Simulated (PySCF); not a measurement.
**Frontier levels across methods**

C3H5N3.
Structure used (PBE0-D3(BJ)/def2-SVP), in Å, numbered top down from 1:
```xyz
11
C3H5N3 angstrom
C     -1.356    0.042    0.460
N      0.001   -0.002   -0.022
C      0.744   -1.099   -0.343
N      1.952   -0.749   -0.696
N      2.028    0.604   -0.608
C      0.864    1.037   -0.204
H     -1.779    1.037    0.273
H     -1.969   -0.697   -0.073
H     -1.406   -0.166    1.540
H      0.356   -2.117   -0.307
H      0.591    2.078   -0.033
```

Basis pcSseg-2 throughout (PySCF), one geometry. Isolated species at its PBE0-D3(BJ)/def2-SVP geometry, gas phase.

Task: How do the orbital energies, the gap and the dipole change with the method?

Result: 
```tsv
method	kind	HOMO (eV)	LUMO (eV)	gap (eV)	μ (D)	SCF cycles
BLYP	GGA	-5.55	-0.83	4.72	6.14	16
PBE	GGA	-5.65	-0.92	4.73	6.13	16
OPBE	GGA	-5.65	-0.80	4.86	6.01	14
LDA	LDA	-5.73	-1.14	4.59	6.29	15
BP86	GGA	-5.76	-0.97	4.79	6.15	16
HF	Hartree–Fock	-9.83	2.09	11.92	6.51	11
```

The HOMO spans 4.28 eV, from BLYP down to HF, and the gap runs from 4.59 eV (LDA) to 11.92 eV (HF). The dipole ranges from 6.01 D (OPBE) to 6.51 D (HF). This basis has no diffuse functions.
